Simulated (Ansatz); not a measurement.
# Si2H3F (SMILES F[SiH]=[SiH2]): functionals against CCSD(T) at one geometry

Aim: energy, forces and dipole at a structure displaced at random from a GFN2-xTB minimum, from CCSD(T) and from density functionals.

Method: single points in def2-TZVPP; program: Ansatz 0.2.0, Gaussian basis.

Correlated methods freeze the cores.

**1. Starting geometry**

SMILES `F[SiH]=[SiH2]`, 6 atoms, charge 0, spin multiplicity 1.

Atoms are counted from 1 here; the program's logs count them from 0.

Bond lengths: F1–Si2 1.508 Å, Si2–Si3 2.308 Å, Si2–H4 1.416 Å, Si3–H5 1.363 Å, Si3–H6 1.546 Å. Angles: F1–Si2–Si3 106.9°, F1–Si2–H4 102.3°, Si3–Si2–H4 128.3°, Si2–Si3–H5 113.6°, Si2–Si3–H6 109.6°, H5–Si3–H6 104.7°.

Coordinates:

```mol
FH3Si2
  3D, bonds by distance, orders not assigned

  6  5  0  0  0  0  0  0  0  0999 V2000
   -1.4821   -1.2949    0.6305 F   0  0
   -0.0982   -1.1173    0.0577 Si  0  0
    0.2057    1.1462   -0.2774 Si  0  0
   -0.0297   -2.1633   -0.8943 H   0  0
    1.4737    1.4767   -0.6525 H   0  0
   -0.0208    1.9034    1.0514 H   0  0
  1  2  8  0
  2  3  8  0
  2  4  8  0
  3  5  8  0
  3  6  8  0
M  END
```

**2. CCSD(T)/def2-TZVPP**

run/in.yaml

```yaml
crystal:
  periodic: [false, false, false]
  atoms:
    - {symbol: F, position_ang: [-1.482100, -1.294900, 0.630500]}
    - {symbol: Si, position_ang: [-0.098200, -1.117300, 0.057700]}
    - {symbol: Si, position_ang: [0.205700, 1.146200, -0.277400]}
    - {symbol: H, position_ang: [-0.029700, -2.163300, -0.894300]}
    - {symbol: H, position_ang: [1.473700, 1.476700, -0.652500]}
    - {symbol: H, position_ang: [-0.020800, 1.903400, 1.051400]}
basis:
  gaussian: {orbitals: def2-TZVPP}
correlation: {method: ccsd_t}
output: {forces: true}
```

No record of the launch command was kept for these runs.

**3. PBE0-D4/def2-TZVPP**

Changes to run/in.yaml since step 2:

```diff
@@ -11,3 +11,3 @@
   gaussian: {orbitals: def2-TZVPP}
-correlation: {method: ccsd_t}
-output: {forces: true}
+hamiltonian: {xc: pbe0, dispersion: d4}
+output: {forces: true, orbitals: {seedname: orbitals}}
```

**4. wB97M-V/def2-TZVPP**

Changes to run/in.yaml since step 3:

```diff
@@ -11,3 +11,3 @@
   gaussian: {orbitals: def2-TZVPP}
-hamiltonian: {xc: pbe0, dispersion: d4}
-output: {forces: true, orbitals: {seedname: orbitals}}
+hamiltonian: {xc: {name: wB97M-V}}
+output: {forces: true}
```

**5. r2SCAN-D4/def2-TZVPP**

Changes to run/in.yaml since step 4:

```diff
@@ -11,3 +11,3 @@
   gaussian: {orbitals: def2-TZVPP}
-hamiltonian: {xc: {name: wB97M-V}}
+hamiltonian: {xc: r2scan, dispersion: d4}
 output: {forces: true}
```

**6. PBE-D4/def2-TZVPP**

Changes to run/in.yaml since step 5:

```diff
@@ -11,3 +11,3 @@
   gaussian: {orbitals: def2-TZVPP}
-hamiltonian: {xc: r2scan, dispersion: d4}
+hamiltonian: {xc: pbe, dispersion: d4}
 output: {forces: true}
```

**7. SPW92/def2-TZVPP**

Changes to run/in.yaml since step 6:

```diff
@@ -11,3 +11,3 @@
   gaussian: {orbitals: def2-TZVPP}
-hamiltonian: {xc: pbe, dispersion: d4}
+hamiltonian: {xc: lda}
 output: {forces: true}
```

**8. HSE06-D4/def2-TZVPP**

Changes to run/in.yaml since step 7:

```diff
@@ -11,3 +11,3 @@
   gaussian: {orbitals: def2-TZVPP}
-hamiltonian: {xc: lda}
+hamiltonian: {xc: hse06, dispersion: d4}
 output: {forces: true}
```

(Steps that only read results are left out.)

Before running it: what results should come out? Wanted: energy less free atoms, CCSD(T)/def2-TZVPP; RMS force component; RMS force error; HOMO and LUMO, PBE0-D4; T1 diagnostic.

**Answer**, as computed:

```
                                  quantity                                                                                          value
energy less free atoms, CCSD(T)/def2-TZVPP                                                                                -399.0 kcal/mol
                       RMS force component                                                           1.800 to 1.991 eV/Å over the methods
                           RMS force error  PBE0-D4 0.136, wB97M-V 0.115, r2SCAN-D4 0.108, PBE-D4 0.232, SPW92 0.229, HSE06-D4 0.131 eV/Å
                    HOMO and LUMO, PBE0-D4                                                                             -6.16 and -2.71 eV
                             T1 diagnostic                                                                                          0.020
```

Against CCSD(T) the functionals' energies less atoms differ by -67.6 to -3.5 kcal/mol, PBE-D4 by -11.7 kcal/mol. CCSD(T) in triple zeta still lacks some correlation energy of the bonds, so part of these gaps is its own basis error and they don't rank the functionals. On forces the order runs from r2SCAN-D4 to PBE-D4. Frozen-core CCSD(T) forces in triple zeta carry basis errors of their own, and this is one geometry, so small gaps rank nothing. The restricted Hartree–Fock reference is unstable towards an unrestricted one at one or more of these structures.
